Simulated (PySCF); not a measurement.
Cyanoacetylene, C3HN.
Numbering: `[CH:1]#[C:2][C:3]#[N:4]` (hydrogens: H5 on C1)

A GFN2-xTB structure was refined with B3LYP/def2-TZVP geometry optimisation, gas phase in PySCF. Its GFN2-xTB values:

```csv
coordinate,GFN2-xTB
C1≡C2,1.204 Å
C1–H5,1.050 Å
C2–C3,1.365 Å
C3≡N4,1.148 Å
C1–C2–C3,179.9°
C2–C1–H5,179.8°
C2–C3–N4,179.9°
```

Question: How do these coordinates change at the B3LYP/def2-TZVP level?

Answer: 
| coordinate | B3LYP/def2-TZVP (Å or °) | change |
| --- | --- | --- |
| C1–H5 | 1.064 | +0.014 |
| C3≡N4 | 1.155 | +0.007 |
| C2–C3 | 1.369 | +0.004 |
| C1≡C2 | 1.202 | -0.002 |
| C1–C2–C3 | 179.8 | -0.1 |
| C2–C1–H5 | 179.8 | 0.0 |
| C2–C3–N4 | 180.0 | +0.1 |

The energy falls by 0.18 kcal/mol over 3 energy and gradient evaluations, the largest force component goes from 0.0172 to 1.6e-04 Eh/bohr, and the atoms move by 0.007 Å rms after alignment. The bond that changes most is C1–H5 (terminal alkyne carbon to alkyne hydrogen), which lengthens by 0.014 Å. Bonds longer at the end by more than 0.005 Å: 2 of 4; shorter: 0.

The run used 130 basis functions and 21 SCF cycles in all. The run took 5.9 s on an Arm Neoverse V1 with one thread (shared host), and the process peaked at 0.44 GiB of memory.

No B3LYP/def2-TZVP frequencies stand behind this structure, so it isn't proved a minimum.
